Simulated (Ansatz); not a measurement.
Propane (`CCC`). The species carries charge 0 and has multiplicity 1.

```tsv
atom	x (Å)	y (Å)	z (Å)
C1	-0.5689	0.9411	0.6648
C2	0.5521	-0.0051	0.2695
C3	0.1601	-0.9373	-0.8643
H4	-1.4531	0.3871	0.9934
H5	-0.8704	1.5676	-0.1796
H6	-0.2695	1.6036	1.4804
H7	1.4339	0.5751	-0.0229
H8	0.8554	-0.5963	1.1402
H9	0.9773	-1.6100	-1.1351
H10	-0.1167	-0.3726	-1.7594
H11	-0.7002	-1.5533	-0.5869
```

Task: What are the harmonic wavenumbers in cm⁻¹ at PBE0-D4/def2-TZVP (Ansatz, finite differences of forces, unscaled)? (Estimate.)

Result: Computed: 223, 272, 365, 748, 893, 907, 929, 1083, 1179, 1210, 1315, 1363, 1399, 1413, 1481, 1483, 1488, 1499, 1504, 3039, 3039, 3042, 3066, 3106, 3116, 3117, 3120.

Task: Is this a minimum?

Result: Yes, all 27 modes are real.

Task: Give the ideal-gas thermochemistry at 298.15 K and 1 bar (rigid rotor, harmonic oscillator; point group C2v, symmetry number 2).

Result: Zero-point energy 271.6 kJ/mol; H(298) − E = 285.9 kJ/mol; entropy 268.4 J/(mol·K), of which translation 156.1, rotation 89.0, vibration 23.3; G(298) − E = 205.9 kJ/mol.

Task: Rotational constants (cm⁻¹)?

Result: 0.9891, 0.2837, 0.2512.
